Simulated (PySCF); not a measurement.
# PH₃: NMR shifts at several levels of theory, part 2 of 2

PySCF 2.14.0. Atoms count from 0.

## Step 9: NMR shieldings: PBE0/STO-3G

Job settings and geometry (Å):

```
{"job": {"kind": "nmr", "xc": "PBE0", "basis": "STO-3G", "pop": true}, "charge": 0, "multiplicity": 1}
P      0.028278    -0.029998     0.566707
H     -0.480656     1.067216    -0.194062
H      1.217165    -0.121078    -0.220784
H     -0.661027    -0.997030    -0.228051
```

With the program's defaults for keys left out, this is: GIAO PBE0/STO-3G NMR shielding, non-relativistic, gas phase.

Log:

```text
coarse grid: 3488 points
cycle   1  E = -339.1421815786  dE = -3.734e-01  |g| = 7.281e-02  |ddm| = 1.962e+00
cycle   2  E = -339.1438445362  dE = -1.663e-03  |g| = 5.067e-02  |ddm| = 2.381e-01
cycle   3  E = -339.1449496832  dE = -1.105e-03  |g| = 1.443e-03  |ddm| = 9.237e-02
cycle   4  E = -339.1449503573  dE = -6.741e-07  |g| = 4.660e-05  |ddm| = 1.996e-03
final grid: 28048 points
cycle   5  E = -339.1349078717  dE = -1.685e-06  |g| = 1.574e-03  |ddm| = 6.573e-03
cycle   6  E = -339.1349083869  dE = -5.151e-07  |g| = 1.140e-03  |ddm| = 4.858e-03
cycle   7  E = -339.1349089406  dE = -5.538e-07  |g| = 3.631e-06  |ddm| = 2.000e-03
cycle   8  E = -339.1349089407  dE = -8.583e-12  |g| = 6.200e-07  |ddm| = 1.304e-05
converged SCF energy = -339.1349089407

GIAO shielding tensors (ppm)
atom      isotropic    diamagn.    paramagn.     s11        s22        s33       span
  0 P      704.628     953.281    -248.653    702.635    702.677    708.572      5.937
  1 H       31.970      31.716       0.254     27.645     29.034     39.232     11.587
  2 H       31.969      31.679       0.290     27.644     29.033     39.231     11.587
  3 H       31.969      31.695       0.274     27.644     29.032     39.230     11.587
```

Run time: 0.34 s. Hardware: 1 thread of Arm Neoverse V2, shared host; peak memory 0.3 GiB.

This run: δ P0 0.0, H1 0.64 ppm (means over like atoms).

## Step 10: Nuclear shieldings: PBE0/6-31G

Job settings and geometry (Å):

```
{"job": {"kind": "nmr", "xc": "PBE0", "basis": "6-31G", "pop": true}, "charge": 0, "multiplicity": 1}
P      0.028278    -0.029998     0.566707
H     -0.480656     1.067216    -0.194062
H      1.217165    -0.121078    -0.220784
H     -0.661027    -0.997030    -0.228051
```

Level: GIAO PBE0/6-31G NMR shielding, non-relativistic, gas phase.

Log:

```text
coarse grid: 3488 points
cycle   1  E = -342.9549249483  dE = -1.512e-01  |g| = 9.904e-02  |ddm| = 1.519e+00
cycle   2  E = -342.9577161017  dE = -2.791e-03  |g| = 8.257e-02  |ddm| = 3.304e-01
cycle   3  E = -342.9604758235  dE = -2.760e-03  |g| = 4.283e-03  |ddm| = 1.266e-01
cycle   4  E = -342.9604824377  dE = -6.614e-06  |g| = 6.149e-04  |ddm| = 1.195e-02
final grid: 28048 points
cycle   5  E = -342.9436333690  dE = -2.192e-06  |g| = 2.155e-03  |ddm| = 1.085e-02
cycle   6  E = -342.9436338978  dE = -5.288e-07  |g| = 1.841e-03  |ddm| = 6.278e-03
cycle   7  E = -342.9436352305  dE = -1.333e-06  |g| = 1.153e-05  |ddm| = 2.852e-03
cycle   8  E = -342.9436352305  dE = -7.725e-11  |g| = 2.263e-06  |ddm| = 3.711e-05
converged SCF energy = -342.9436352305

GIAO shielding tensors (ppm)
atom      isotropic    diamagn.    paramagn.     s11        s22        s33       span
  0 P      627.955     966.167    -338.213    596.233    643.802    643.829     47.596
  1 H       30.547      29.707       0.840     26.038     27.533     38.071     12.033
  2 H       30.546      29.697       0.849     26.037     27.532     38.069     12.032
  3 H       30.545      29.700       0.845     26.037     27.532     38.068     12.031
```

Run time: 0.59 s. Hardware: 1 thread of Arm Neoverse V2, shared host; peak memory 0.3 GiB.

In short: δ P0 -263.6, H1 2.07 ppm (means over like atoms).

## Step 11: Nuclear shieldings: PBE0/6-31G*

Job settings and geometry (Å):

```
{"job": {"kind": "nmr", "xc": "PBE0", "basis": "6-31G*", "pop": true}, "charge": 0, "multiplicity": 1}
P      0.028278    -0.029998     0.566707
H     -0.480656     1.067216    -0.194062
H      1.217165    -0.121078    -0.220784
H     -0.661027    -0.997030    -0.228051
```

Level: GIAO PBE0/6-31G* NMR shielding, non-relativistic, gas phase.

Log:

```text
coarse grid: 3488 points
cycle   1  E = -342.9926335608  dE = -1.866e-01  |g| = 8.324e-02  |ddm| = 1.506e+00
cycle   2  E = -342.9943257804  dE = -1.692e-03  |g| = 6.937e-02  |ddm| = 2.579e-01
cycle   3  E = -342.9961433743  dE = -1.818e-03  |g| = 3.124e-03  |ddm| = 1.001e-01
cycle   4  E = -342.9961465114  dE = -3.137e-06  |g| = 9.474e-04  |ddm| = 6.463e-03
final grid: 28048 points
cycle   5  E = -342.9794871732  dE = -3.623e-06  |g| = 2.308e-03  |ddm| = 1.086e-02
cycle   6  E = -342.9794880241  dE = -8.508e-07  |g| = 1.786e-03  |ddm| = 6.416e-03
cycle   7  E = -342.9794891925  dE = -1.168e-06  |g| = 6.970e-05  |ddm| = 2.761e-03
cycle   8  E = -342.9794891944  dE = -1.890e-09  |g| = 1.047e-05  |ddm| = 1.005e-04
cycle   9  E = -342.9794891944  dE = -4.053e-11  |g| = 3.102e-07  |ddm| = 1.678e-05
converged SCF energy = -342.9794891944

GIAO shielding tensors (ppm)
atom      isotropic    diamagn.    paramagn.     s11        s22        s33       span
  0 P      597.887     965.880    -367.992    563.568    615.036    615.059     51.491
  1 H       29.776      29.299       0.477     25.647     26.814     36.867     11.221
  2 H       29.775      29.280       0.494     25.646     26.813     36.865     11.219
  3 H       29.774      29.288       0.486     25.646     26.813     36.864     11.219
```

Wall time 0.65 s (1 thread of Arm Neoverse V2, shared host); peak memory 0.3 GiB.

This run: δ P0 -221.7, H1 2.19 ppm (means over like atoms).

## Step 12: NMR shieldings: PBE0/6-311+G(2d,p)

Job settings and geometry (Å):

```
{"job": {"kind": "nmr", "xc": "PBE0", "basis": "6-311+G(2d,p)", "pop": true}, "charge": 0, "multiplicity": 1}
P      0.028278    -0.029998     0.566707
H     -0.480656     1.067216    -0.194062
H      1.217165    -0.121078    -0.220784
H     -0.661027    -0.997030    -0.228051
```

Method: GIAO PBE0/6-311+G(2d,p) NMR shielding, non-relativistic, gas phase.

Log:

```text
coarse grid: 3488 points
cycle   1  E = -343.0108328670  dE = -2.032e-01  |g| = 1.315e-01  |ddm| = 1.262e+00
cycle   2  E = -343.0123456801  dE = -1.513e-03  |g| = 5.299e-02  |ddm| = 1.748e-01
cycle   3  E = -343.0131455382  dE = -7.999e-04  |g| = 2.598e-02  |ddm| = 8.275e-02
cycle   4  E = -343.0133056785  dE = -1.601e-04  |g| = 1.901e-03  |ddm| = 2.435e-02
cycle   5  E = -343.0133062989  dE = -6.204e-07  |g| = 1.252e-04  |ddm| = 1.597e-03
final grid: 28048 points
cycle   6  E = -343.0151043466  dE = -6.249e-06  |g| = 2.941e-03  |ddm| = 9.596e-03
cycle   7  E = -343.0151048639  dE = -5.173e-07  |g| = 2.477e-03  |ddm| = 4.593e-03
cycle   8  E = -343.0151061052  dE = -1.241e-06  |g| = 8.013e-05  |ddm| = 2.154e-03
cycle   9  E = -343.0151061072  dE = -1.968e-09  |g| = 2.489e-05  |ddm| = 8.962e-05
cycle  10  E = -343.0151061074  dE = -2.074e-10  |g| = 5.884e-07  |ddm| = 2.411e-05
converged SCF energy = -343.0151061074

GIAO shielding tensors (ppm)
atom      isotropic    diamagn.    paramagn.     s11        s22        s33       span
  0 P      579.544     966.028    -386.484    537.045    600.783    600.805     63.760
  1 H       29.402      28.893       0.509     25.316     26.433     36.457     11.141
  2 H       29.401      28.877       0.523     25.314     26.432     36.455     11.141
  3 H       29.400      28.883       0.517     25.314     26.432     36.454     11.140
```

Run time: 1 s. Hardware: 1 thread of Arm Neoverse V2, shared host; peak memory 0.3 GiB.

This run: δ P0 -282.5, H1 2.11 ppm (means over like atoms).

## Step 13: Nuclear shieldings: PBE0/def2-SVP

Job settings and geometry (Å):

```
{"job": {"kind": "nmr", "xc": "PBE0", "basis": "def2-SVP", "pop": true}, "charge": 0, "multiplicity": 1}
P      0.028278    -0.029998     0.566707
H     -0.480656     1.067216    -0.194062
H      1.217165    -0.121078    -0.220784
H     -0.661027    -0.997030    -0.228051
```

With the program's defaults for keys left out, this is: GIAO PBE0/def2-SVP NMR shielding, non-relativistic, gas phase.

Log:

```text
coarse grid: 3488 points
cycle   1  E = -342.8571844462  dE = -2.003e-01  |g| = 6.827e-02  |ddm| = 1.516e+00
cycle   2  E = -342.8583438694  dE = -1.159e-03  |g| = 5.485e-02  |ddm| = 2.767e-01
cycle   3  E = -342.8594038735  dE = -1.060e-03  |g| = 2.456e-03  |ddm| = 1.035e-01
cycle   4  E = -342.8594053717  dE = -1.498e-06  |g| = 3.443e-04  |ddm| = 3.999e-03
final grid: 28048 points
cycle   5  E = -342.8961756230  dE = -3.537e-06  |g| = 1.706e-03  |ddm| = 1.339e-02
cycle   6  E = -342.8961760274  dE = -4.044e-07  |g| = 1.341e-03  |ddm| = 5.803e-03
cycle   7  E = -342.8961766216  dE = -5.942e-07  |g| = 4.376e-05  |ddm| = 2.528e-03
cycle   8  E = -342.8961766223  dE = -7.499e-10  |g| = 1.211e-05  |ddm| = 7.148e-05
converged SCF energy = -342.8961766223

GIAO shielding tensors (ppm)
atom      isotropic    diamagn.    paramagn.     s11        s22        s33       span
  0 P      628.789     963.683    -334.894    589.774    648.284    648.308     58.534
  1 H       29.422      29.148       0.274     25.312     26.369     36.585     11.273
  2 H       29.421      29.123       0.297     25.311     26.368     36.583     11.272
  3 H       29.420      29.133       0.287     25.311     26.368     36.582     11.271
```

Run time: 0.62 s. Hardware: 1 thread of Arm Neoverse V2, shared host; peak memory 0.3 GiB.

In short: δ P0 -242.9, H1 1.92 ppm (means over like atoms).

## Step 14: Shielding tensors: PBE0/def2-TZVP

Job settings and geometry (Å):

```
{"job": {"kind": "nmr", "xc": "PBE0", "basis": "def2-TZVP", "pop": true}, "charge": 0, "multiplicity": 1}
P      0.028278    -0.029998     0.566707
H     -0.480656     1.067216    -0.194062
H      1.217165    -0.121078    -0.220784
H     -0.661027    -0.997030    -0.228051
```

With the program's defaults for keys left out, this is: GIAO PBE0/def2-TZVP NMR shielding, non-relativistic, gas phase.

Log:

```text
coarse grid: 3488 points
cycle   1  E = -343.0133768128  dE = -1.944e-01  |g| = 9.831e-02  |ddm| = 1.171e+00
cycle   2  E = -343.0149208286  dE = -1.544e-03  |g| = 5.334e-02  |ddm| = 1.722e-01
cycle   3  E = -343.0158563705  dE = -9.355e-04  |g| = 1.998e-02  |ddm| = 8.394e-02
cycle   4  E = -343.0159366180  dE = -8.025e-05  |g| = 1.645e-03  |ddm| = 1.765e-02
cycle   5  E = -343.0159372429  dE = -6.249e-07  |g| = 2.344e-04  |ddm| = 1.831e-03
final grid: 28048 points
cycle   6  E = -343.0159691850  dE = -5.452e-06  |g| = 3.095e-03  |ddm| = 1.001e-02
cycle   7  E = -343.0159697169  dE = -5.319e-07  |g| = 2.386e-03  |ddm| = 4.657e-03
cycle   8  E = -343.0159708258  dE = -1.109e-06  |g| = 1.131e-04  |ddm| = 2.292e-03
cycle   9  E = -343.0159708305  dE = -4.757e-09  |g| = 1.974e-05  |ddm| = 1.197e-04
cycle  10  E = -343.0159708307  dE = -1.290e-10  |g| = 3.686e-06  |ddm| = 1.670e-05
converged SCF energy = -343.0159708307

GIAO shielding tensors (ppm)
atom      isotropic    diamagn.    paramagn.     s11        s22        s33       span
  0 P      567.367     967.124    -399.756    524.595    588.742    588.764     64.169
  1 H       29.384      29.083       0.301     25.386     26.500     36.266     10.881
  2 H       29.383      29.059       0.323     25.385     26.499     36.264     10.880
  3 H       29.382      29.069       0.313     25.384     26.499     36.263     10.879
```

It took 1.1 s on 1 thread of Arm Neoverse V2, shared host; peak memory 0.3 GiB.

Key values: δ P0 -286.4, H1 2.10 ppm (means over like atoms).

## Step 15: Run by run: NMR shifts

Shifts (ppm), means over like atoms, with basis size and wall time:

```csv
run,H1,P0,functions,time
WP04/pcSseg-2,1.88,-226.9,85,0.92 s
B97-2/pcSseg-2,2.06,-268.6,85,0.87 s
BHandHLYP/pcSseg-2,2.10,-261.2,85,0.83 s
CAM-B3LYP/pcSseg-2,2.06,-277.6,85,1.1 s
wB97X-D/pcSseg-2,2.10,-276.2,85,1.1 s
LC-wPBE/pcSseg-2,2.10,-284.1,85,1.5 s
PBE0/STO-3G,0.64,0.0,12,0.34 s
PBE0/6-31G,2.07,-263.6,19,0.59 s
PBE0/6-31G*,2.19,-221.7,24,0.65 s
"PBE0/6-311+G(2d,p)",2.11,-282.5,53,1 s
PBE0/def2-SVP,1.92,-242.9,33,0.62 s
PBE0/def2-TZVP,2.10,-286.4,55,1.1 s
```

## Step 16: Outcome

What follows sums up all 2 parts.

| quantity | value |
| --- | --- |
| point group | C3v |
| rotational constants (main isotopes) | 131.44, 131.43, 116.75 GHz |
| 1H shifts against TMS (WP04/pcSseg-2, means over atoms taken as alike) | 1.88 ppm |
| 31P shifts against H3PO4 (WP04/pcSseg-2) | -226.9 ppm |
| measured, and computed on the same scale | H1 σ 29.24, 29.73; P0 σ 594.5, 514.6 ppm |
| range of the shift of P0 | -286.4 to 0.0 ppm |
| property runs in this session | 12, of which 0 failed and 1 gave unsound results |

Single values in the summary come from the first run of each kind that ended normally (WP04/pcSseg-2), which need not be the best level. The start was shaken at random, so part of the energy gained undoes that. At WP04/pcSseg-2: Shielding is most anisotropic at P0 (span 40 ppm, paramagnetic term -454 ppm). The one measured 31P shielding is missed by -79.9 ppm (computed less measured, unscaled). Vibration and temperature are missing from the calculation, so part of the miss against the measured shifts is not the functional's. Across the 12 runs the shift of P0 moves most, between -286.4 (PBE0/def2-TZVP) and 0.0 ppm (PBE0/STO-3G). A minimal basis is unusable for shieldings, so that end is no result. For the one measured 1H shielding, wB97X-D/pcSseg-2 misses least (0.02 ppm, 1.1 s) and PBE0/STO-3G most (2.73 ppm, 0.34 s). For the one measured 31P shielding, PBE0/6-31G* misses least (3.4 ppm, 0.65 s) and PBE0/STO-3G most (110.1 ppm, 0.34 s). One molecule ranks no method: errors cancel, and vibration and temperature are missing from all runs.
